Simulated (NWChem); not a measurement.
System: allene (C₃H₄); SMILES C(=C)=C

All runs: NWChem. Pople sets run with spherical d functions. The geometry was optimised at PBE-D3(BJ)/def2-SVP. Total energies compare along this basis series because the functional is fixed.

| level | basis functions | energy (Ha) | highest occupied level (eV) | orbital gap (eV) |
|---|---|---|---|---|
| TPSS/STO-3G | 19 | -115.2585 | … | … |
| TPSS/3-21G | 35 | -116.0379 | -6.39 | 6.22 |
| TPSS/6-31G* | 50 | -116.6754 | -6.24 | 6.05 |
| TPSS/6-311G** | 78 | -116.7092 | -6.47 | 5.98 |

Complete the blanks.


- TPSS/STO-3G, highest occupied level (eV): -4.75
- TPSS/STO-3G, orbital gap (eV): 7.07
